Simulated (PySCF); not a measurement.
**Spin states of CS**

Unrestricted PBE0; basis C x2c-TZVPPall, S x2c-TZVPPall; spin-free X2C with a Gaussian nucleus; PySCF 2.14. Outer shells of the fragments: C 2s2 2p2; S 3s2 3p4.

Followed along the bond (rough minima from three points):

| 2Ms+1 | unpaired | ⟨S²⟩ at the start | R at minimum (Å) | Te (eV) |
| --- | --- | --- | --- | --- |
| 1 | none | 0.00 | 1.53 | 0.00 |
| 3 | σ ↑, π ↑ | 2.07 | 1.57 | 3.15 |
| 5 | σ ↑, π ↑↑↑ | 6.01 | none in the scan | ≤ 5.77 |

Solutions found at the starting distance of 1.695 Å, counted from the lowest of them; the search is not exhaustive and high or unbound solutions are not listed, so other states can lie among these:

```
2Ms+1    unpaired   term  E (eV)  ⟨S²⟩  ⟨Lz²⟩  μ (D)
    1        none    ¹Σ⁺    0.00  0.00   0.00   1.24
    3    σ ↑, π ↑     ³Π    2.88  2.07   1.01  -0.14
    3        π ↑↑  mixed    3.18  2.01   2.01   2.09
    1    σ ↓, π ↑  mixed    3.46  1.02   1.02   0.23
    3        π ↑↑  mixed    3.76  2.01   2.01   1.84
    5  σ ↑, π ↑↑↑     ⁵Π    5.22  6.01   1.01   0.45
    3  σ ↑, π ↑↑↓  mixed    6.35  3.01   3.03   0.95
    5      π ↑↑↑↑    ⁵Σ⁺    6.97  6.02   0.00   4.07
    3        σ ↑↑    ³Σ⁺    8.04  2.04   0.00  -1.16
    3    σ ↑, π ↑     ³Π    8.31  2.01   1.02   0.10
    5  σ ↑↑, π ↑↑    ⁵Σ⁻    9.66  6.03   0.00   0.40
```

A term symbol is given only where ⟨S²⟩ and ⟨Lz²⟩ are close to those of a pure state; real π, δ and φ orbitals otherwise mix terms. A positive dipole means C(−)S(+).

Q: Compare the gap between the two lowest followed solutions at the starting distance with the gap between their minima.

A: At PBE0 the second solution (triplet, unpaired electrons σ ↑, π ↑) lies +2.88 eV from the first (singlet, closed shell) at 1.695 Å and +3.15 eV at the minima; the two curves relax by different amounts, since their minima lie near 1.57 and 1.53 Å.

The measured ground state is X ¹Σ+ (Huber and Herzberg, Constants of Diatomic Molecules (1979)).

Counting both spins, an empty level lies below a filled one in some of these solutions, because spin and occupation are held.
